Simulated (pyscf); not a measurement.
HO–SiH(OH)–F + H₂ → HO–SiH₂–F + H₂O, a four-centre exchange (singlet surface; O–Si, H–H broken, H–Si, H–O formed). PySCF, gas phase, ωB97X-D3(BJ)/def2-SVP geometries. Energies in kcal/mol from the separated reactants.

AM1 to PM7: differences of heats of formation from MOPAC, which are fitted to 298 K values and so differ in kind from electronic energies by zero-point and thermal terms. 

**Question.** In single points PM6 puts the saddle at 64.1 kcal/mol and the reaction energy at +47.7 kcal/mol. Should these be trusted to within a few kcal/mol? Compare with ωB97M-D3(BJ)/def2-TZVP.

**Answer.** ωB97M-D3(BJ)/def2-TZVP gives ΔE‡ = 52.9 kcal/mol and ΔE = +25.1 kcal/mol. PM6 lies 11.2 kcal/mol over it in the barrier and 22.6 kcal/mol over it in the reaction energy, so on this step it does not hold to within 3.0 kcal/mol. ωB97M-D3(BJ)/def2-TZVP has limits of its own. On the product side the descent ends in a complex (not fully relaxed), 4.2 kcal/mol under the separated species and 32.5 kcal/mol under the saddle at ωB97X-D3(BJ)/def2-TZVP. This is the saddle that the search found; another between the same sides may lie lower.
